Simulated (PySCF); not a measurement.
# A ladder of Hamiltonians for Ar (argon, neutral)

Occupied: 1s1/2, 2s1/2, 2p1/2, 2p3/2, 3s1/2, 3p1/2, 3p3/2. Hartree-Fock calculated with PySCF 2.14 in an even-tempered Gaussian basis (24 s from 0.02 bohr⁻², ratio 2.3; 17 p from 0.024 bohr⁻², ratio 2.3), Gaussian nucleus throughout. NR is non-relativistic, sf-X2C the spin-free one-electron X2C Hamiltonian, X2C adds the bare one-electron spin-orbit term, X2C-SNSO screens it by Boettger's factors, DC is four-component Dirac-Coulomb, and the Gaunt term is added at first order (total energies over the DC spinors, levels after relaxing the spinors in that mean field). QED terms are absent.

```csv
Hamiltonian,E (hartree),E − E(DC) (hartree),CPU seconds
NR,-526.8165,1.8668,0.69
sf-X2C,-528.6310,0.0523,0.42
X2C,-528.6332,0.0501,0.77
X2C-SNSO,-528.6327,0.0506,0.77
DC,-528.6833,0.0000,18
DC+Gaunt,-528.5399,0.1434,34
```

| level (eV) | NR | sf-X2C | X2C | X2C-SNSO | DC | DC+Gaunt |
| --- | --- | --- | --- | --- | --- | --- |
| 1s1/2 | -3227.5 | -3240.6 | -3240.6 | -3240.6 | -3241.6 | -3239.3 |
| 2s1/2 | -335.30 | -337.67 | -337.67 | -337.67 | -337.74 | -337.64 |
| 2p1/2 | -260.45 | -260.53 | -262.30 | -262.10 | -262.10 | -261.89 |
| 2p3/2 | -260.45 | -260.53 | -259.66 | -259.75 | -259.79 | -259.67 |
| 3s1/2 | -34.759 | -35.004 | -35.004 | -35.004 | -35.010 | -35.006 |
| 3p1/2 | -16.082 | -16.064 | -16.223 | -16.205 | -16.201 | -16.192 |
| 3p3/2 | -16.082 | -16.064 | -15.985 | -15.994 | -15.995 | -15.994 |

```json
{"interval (eV)": "2p3/2 − 2p1/2", "sf-X2C": "-4.075e-11", "X2C": "2.647", "X2C-SNSO": "2.351", "DC": "2.310", "DC+Gaunt": "2.222"}
{"interval (eV)": "3p3/2 − 3p1/2", "sf-X2C": "-4.879e-11", "X2C": "0.2378", "X2C-SNSO": "0.2113", "DC": "0.2059", "DC+Gaunt": "0.1980"}
```

Weight of the small component: 1s1/2 0.00412, 2s1/2 0.000672, 2p1/2 0.000641, 2p3/2 0.000637, 3s1/2 0.000102, 3p1/2 7.69e-05, 3p3/2 7.62e-05.

Koopmans' value for the highest occupied level at DC+Gaunt: 15.994 eV, against an ionisation energy of 15.760 eV (measured; NIST Atomic Spectra Database, ionization energies); the former lacks relaxation, correlation, QED and recoil.

The whole ladder took 59 s of wall time on 1 thread of Neoverse-V2 (shared host), launched as `OMP_NUM_THREADS=1 python relrun2.py TASK.json OUT` (a driver that calls PySCF for each Hamiltonian).
